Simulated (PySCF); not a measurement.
Bond stretch in BeH, doublet. Each curve is given relative to its own lowest point near equilibrium.

```csv
R / Å,A,B,C
1.03,1.116,1.047,1.168
1.07,0.790,0.726,0.835
1.14,0.386,0.334,0.418
1.23,0.100,0.071,0.117
1.28,0.026,0.012,0.036
1.32,0.001,0.000,0.006
1.36,0.000,0.013,0.000
1.40,0.020,0.047,0.016
1.45,0.069,0.114,0.060
1.50,0.140,0.203,0.127
1.57,0.266,0.354,0.248
1.70,0.555,0.690,0.531
1.85,0.925,1.128,0.899
2.03,1.357,1.668,1.333
2.23,1.759,2.131,1.740
2.45,2.075,2.416,2.055
2.70,2.290,2.559,2.259
2.98,2.412,2.611,2.360
3.32,2.472,2.618,2.398
3.65,2.492,2.612,2.408
4.06,2.500,2.605,2.411
4.77,2.503,2.603,2.413
5.39,2.503,2.604,2.414
```

Energies in eV.

### Question
Which curve belongs to which method? The methods are unrestricted B3LYP/aug-cc-pVTZ (PySCF); unrestricted PBE0/aug-cc-pVTZ in PySCF; MP2 on UHF/aug-cc-pVTZ run with PySCF.

### Answer
A is UKS-B3LYP; B is UMP2; C is UKS-PBE0.

The unrestricted determinant behind UMP2 is spin-contaminated at 2.03 to 5.39 Å (<S²> up to 1.0, against 0.75 for a pure doublet).
